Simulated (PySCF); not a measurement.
**Shieldings and the share of exact exchange**

Molecule: SMILES CS(OC)(=O)=O, C₂H₆O₃S.

Cartesian coordinates in Å; atom numbers follow the order of the lines, from 1:
```xyz
12

C     1.8467    0.3416   -0.7425
O     0.6151    0.6219   -0.0855
S    -0.4237   -0.6312   -0.0197
C    -1.7670    0.2465    0.7171
O     0.0886   -1.6179    0.9117
O    -0.7694   -1.0226   -1.3737
H     2.3686   -0.4937   -0.2502
H     2.4498    1.2533   -0.6567
H     1.6756    0.1027   -1.8031
H    -2.5785   -0.4839    0.8291
H    -2.0627    1.0598    0.0445
H    -1.4430    0.6227    1.6942
```

GIAO shieldings (ppm, equivalent atoms averaged) in PySCF on the PBE0-D3(BJ)/def2-SVP geometry, basis pcSseg-1, gas phase, non-relativistic:

| functional | exact exchange (%) | σ(O5/O6) | σ(O2) |
| --- | --- | --- | --- |
| BLYP | 0 | 77.6 | 134.8 |
| BP86 | 0 | 78.0 | 138.2 |
| PBE | 0 | 78.7 | 139.1 |
| PBE0 | 25 | 95.0 | 152.5 |
| mPW1PW91 | 25 | 94.5 | 150.7 |
| BHandHLYP | 50 | 110.4 | 162.5 |
| HF | 100 | 145.1 | 192.5 |

Problem. Fit each shielding as a line in the percentage of exact exchange.

Solution. σ(O5/O6) = 78.0 + 0.67 x (rms 0.5 ppm); σ(O2) = 137.3 + 0.54 x (rms 1.6 ppm). The functionals also differ in their semilocal parts, which the line can't hold; Hartree–Fock has no correlation at all.

Problem. What does the line predict for B3LYP (20 %), and what does the run give?

Solution. σ(O5/O6): 91.4 predicted, 90.6 computed; σ(O2): 148.1 predicted, 145.3 computed ppm.
